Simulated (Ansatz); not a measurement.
# H6OSi2: the cost of one run

Program: Ansatz 0.2.0. Level of theory: RKS PBE0/6-31G*. These are calculated values, not measurements.

## Step 1: The starting structure

Bond lengths: Si1–O2 1.680 Å, O2–Si3 1.680 Å, Si3–H4 1.460 Å, Si3–H5 1.460 Å, Si3–H6 1.460 Å, Si1–H7 1.460 Å, Si1–H8 1.459 Å, Si1–H9 1.459 Å. Angles: Si1–O2–Si3 125.0°, O2–Si1–H7 109.5°, O2–Si1–H8 109.5°, O2–Si1–H9 109.5°, H7–Si1–H8 109.5°, H7–Si1–H9 109.5°, H8–Si1–H9 109.5°, O2–Si3–H4 109.5°, O2–Si3–H5 109.5°, O2–Si3–H6 109.5°, H4–Si3–H5 109.4°, H4–Si3–H6 109.4°, H5–Si3–H6 109.4°.

Structure file:

```xyz
9

Si    0.0000    0.0000    0.0000
O     0.0000    0.0000    1.6800
Si   -1.3147   -0.4067    2.6436
H    -2.2390   -1.2403    1.8804
H    -0.8506   -1.1432    3.8157
H    -1.9987    0.8095    3.0733
H     1.3768    0.0000   -0.4862
H    -0.6877    1.1914   -0.4862
H    -0.6877   -1.1914   -0.4862
```

## Step 2: Preparing the start

Input file input.yaml:

```yaml
crystal:
  periodic: [false, false, false]
  atoms:
    - { symbol: Si, position_ang: [0.0, 0.0, 0.0] }
    - { symbol: O, position_ang: [0.0, 0.0, 1.68] }
    - { symbol: Si, position_ang: [-1.3147, -0.4067, 2.6436] }
    - { symbol: H, position_ang: [-2.239, -1.2403, 1.8804] }
    - { symbol: H, position_ang: [-0.8506, -1.1432, 3.8157] }
    - { symbol: H, position_ang: [-1.9987, 0.8095, 3.0733] }
    - { symbol: H, position_ang: [1.3768, 0.0, -0.4862] }
    - { symbol: H, position_ang: [-0.6877, 1.1914, -0.4862] }
    - { symbol: H, position_ang: [-0.6877, -1.1914, -0.4862] }
basis:
  gaussian: { orbitals: "6-31G*" }
hamiltonian:
  xc: pbe0
relax:
  f_tol: 0.02
  max_steps: 40
```

Started as:

```console
$ ansatz run input.yaml --threads 2 --pin off --max-ram 3072MiB --backend cpu --events-out ev --progress --plain --runs-dir out
```

**Question.** How long does this run take on 2 threads of AMD EPYC 9R45 (Zen 5), shared host, and how much memory does it need?

About 7.5 s, with a peak of 0.14 GiB.
